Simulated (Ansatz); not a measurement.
# [H···H···CH3], doublet along the distance H1-H2

Starting geometry:

```csv
atom,x (Å),y (Å),z (Å)
H,-1.8667,0.0000,0.0000
H,-1.1217,0.0000,0.0000
C,0.2003,0.0000,0.0000
H,0.2003,-1.0800,0.0000
H,0.2003,0.5400,0.9353
H,0.2003,0.5400,-0.9353
```

From there H2 is moved from one fragment to the other while all else, the fragments' distance too, stays fixed; atoms are numbered as listed. Energies are in eV, counted from the starting geometry at the same level. Kohn–Sham curves are unrestricted where that lies lower.

Basis cc-pVTZ; Ansatz 0.2.0. Correlated methods freeze the noble-gas cores. R marks a restricted (for open shells ROHF) determinant, U an unrestricted one.

Full CI isn't at hand for all of this; UCCSDT(Q) serves as the reference, and is uncertain by about the last step of the cluster series.

```csv
distance H1-H2 (Å),UCCSDT(Q),PBE,r2SCAN,PBE0,B3LYP,BHLYP,wB97M-V,B2PLYP,RPA-PBE
0.745,0.000,0.000,0.000,0.000,0.000,0.000,0.000,0.000,0.000
0.778,-0.005,-0.031,-0.018,-0.021,-0.014,0.000,-0.011,-0.010,-0.009
0.844,0.031,-0.031,0.003,-0.007,0.013,0.044,0.017,0.019,0.022
0.911,0.109,0.036,0.080,0.063,0.093,0.129,0.091,0.093,0.100
0.977,0.235,0.176,0.217,0.194,0.232,0.258,0.219,0.219,0.232
```

Judged by the spread of the error over the points with a reference (largest less smallest), which of these follows UCCSDT(Q) best and which worst?

Subtracting the UCCSDT(Q) column from each: best RPA-PBE (errors from -0.009 to 0.000, spread 0.009 eV), worst PBE (from -0.073 to 0.000, spread 0.073 eV). Functionals and wave-function methods converge differently with the basis, so part of this is basis effect.
